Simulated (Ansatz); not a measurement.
Reaction (SMILES): [SiH3] (SiH3) → 3 H atom + Si atom
B3LYP-D3(BJ)/def2-TZVP geometries, fixed; electronic energies without zero-point terms.

How fast the atomisation energy converges with the basis for several methods (Ansatz, a quantum-chemistry and plane-wave program): deviation from each method's own reference, in kcal/mol. References: B3LYP 228.85 kcal/mol, the value in pcseg-4; CCSD(T) 228.74 kcal/mol, Hartree-Fock in cc-pV(Q+d)Z plus the correlation part extrapolated as X^-3 from cc-pV(T+d)Z and cc-pV(Q+d)Z; HF 180.64 kcal/mol, the value in aug-pcseg-3; MP2 223.22 kcal/mol, Hartree-Fock in aug-cc-pV(Q+d)Z plus the correlation part extrapolated as X^-3 from aug-cc-pV(T+d)Z and aug-cc-pV(Q+d)Z; PBE 222.53 kcal/mol, the value in pcseg-4; wB97M-V 226.78 kcal/mol, the value in pcseg-4. Cartesian d functions, on some or all atoms, in 6-31G**, 6-311G**; all else is spherical. In correlated methods cores are frozen. Open shells are unrestricted. No added dispersion term, no relativity. Functionals ending in -V hold VV10 correlation. 

| basis | functions | B3LYP | CCSD(T) | HF | MP2 | PBE | wB97M-V |
|---|---|---|---|---|---|---|---|
| 3-21G | 19 | -13.24 | -44.52 | -25.36 | [?] | -8.90 | -7.27 |
| def2-SV(P) | 24 | -5.68 | -34.62 | -7.15 | [?] | -4.21 | -2.29 |
| def2-SVP | 33 | -2.33 | -14.04 | -3.01 | [?] | -1.25 | 1.16 |
| 6-31G** | 34 | -0.94 | -15.91 | -2.40 | [?] | 0.53 | 2.50 |
| 6-311G** | 45 | -2.53 | -11.62 | -3.58 | [?] | -1.95 | -1.95 |
| def2-SVPD | 48 | -1.73 | -12.56 | -2.18 | [?] | -0.65 | 1.90 |
| aug-cc-pV(D+d)Z | 59 | -3.82 | -13.91 | -3.67 | [?] | -2.97 | -2.19 |
| cc-pV(T+d)Z | 81 | -0.19 | -5.54 | -0.76 | [?] | 0.24 | 0.48 |
| def2-TZVPP | 84 | -0.01 | -4.88 | -0.48 | [?] | 0.31 | 0.68 |
| def2-TZVPPD | 99 | -0.01 | -4.67 | -0.39 | [?] | 0.32 | 0.66 |
| 6-311++G(3df,3pd) | 101 | -0.41 | -4.58 | -0.55 | [?] | -0.32 | -0.10 |
| def2-QZVPPD | 175 | -0.04 | -2.00 | 0.00 | [?] | 0.03 | -0.06 |

Problem. Fill in the missing entries.

Solution. 
- 3-21G, MP2: -46.18
- def2-SV(P), MP2: -33.08
- def2-SVP, MP2: -14.12
- 6-31G**, MP2: -15.24
- 6-311G**, MP2: -12.26
- def2-SVPD, MP2: -12.57
- aug-cc-pV(D+d)Z, MP2: -13.96
- cc-pV(T+d)Z, MP2: -5.56
- def2-TZVPP, MP2: -4.95
- def2-TZVPPD, MP2: -4.79
- 6-311++G(3df,3pd), MP2: -4.62
- def2-QZVPPD, MP2: -2.09

Mean absolute deviation over 6-311G**, cc-pV(T+d)Z, def2-TZVPP, def2-TZVPPD, 6-311++G(3df,3pd): PBE 0.63, B3LYP 0.63, wB97M-V 0.78, HF 1.15, CCSD(T) 6.26, MP2 6.44 kcal/mol.
